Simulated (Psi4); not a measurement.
This Psi4 input (MP2/cc-pV(D+d)Z) gives -76.22834 Eh with 24 basis functions.

```
memory 8100 MB

molecule {
0 1
O     0.00702152    0.00134342    0.11666744
H    -0.04995842    0.75929218   -0.47415850
H    -0.00621371   -0.77003954   -0.45918106
}

set {
  basis cc-pv(d+d)z
  scf_type df
  freeze_core true
}

energy('mp2')
print_variables()
```

Change:
```diff
- basis cc-pv(d+d)z
+ basis 6-31+g*
```

Task: What does the run give now?

Result: -76.20958 Eh (MP2/6-31+G*, 23 functions), a change of +18.76 mEh.
